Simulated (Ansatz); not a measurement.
Species: C₄H₆, SMILES `C=CC=C` (C–C–C–C torsion 180°) (charge 0, multiplicity 1).

Problem. Give a relaxed geometry from B3LYP-D3(BJ)/def2-TZVPD (Ansatz, a first-principles code).

Solution. One answer among several that fit: the end point of this relaxation, one of several conformers (outside a Z-matrix the atoms follow the SMILES, hydrogens last).
Cartesian coordinates (Å) in one orientation:
```xyz
10

C      0.937     1.365    -0.809
C      0.478     0.144    -0.527
C     -0.478    -0.144     0.527
C     -0.937    -1.365     0.809
H      0.609     2.233    -0.249
H      1.650     1.534    -1.604
H      0.826    -0.706    -1.107
H     -0.826     0.706     1.107
H     -1.650    -1.534     1.604
H     -0.609    -2.233     0.249
```
